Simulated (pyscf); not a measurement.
Single points on ωB97X-D3(BJ)/def2-SVP structures (PySCF, gas phase).

Problem. H₃C–CH₂–CH₃ + Cl• -> H₃C–CH•–CH₃ + HCl
Surface: doublet. Broken: C–H. Formed: Cl–H. Give ΔE‡ and ΔE from PBE0-D3(BJ)/def2-TZVP, relative to the separated reactants.

Solution. ΔE‡ = -8.6 kcal/mol, ΔE = -3.0 kcal/mol. ωB97M-D3(BJ)/def2-TZVP gives -2.9 kcal/mol and -0.9 kcal/mol. Zero-point energy shifts the barrier by -4.6 kcal/mol. It is a hydrogen abstraction, with an imaginary mode of 799i cm⁻¹. On the product side the descent ends in a complex, 5.3 kcal/mol under the separated species and 2.0 kcal/mol under the saddle at ωB97X-D3(BJ)/def2-TZVP. At PBE0-D3(BJ) this geometry lies under the reactants; that is no barrier but a single point on another level's saddle; such a level's own saddle, if it has one, lies nearer that side and is low. At PBE0-D3(BJ) the saddle lies under the separated products, which points to a path from their complex (located at ωB97X-D3(BJ) alone). This is the saddle that the search found; another between the same sides may lie lower. The angle at the transferred H is 170°. Left out: the spin-orbit lowering of Cl.
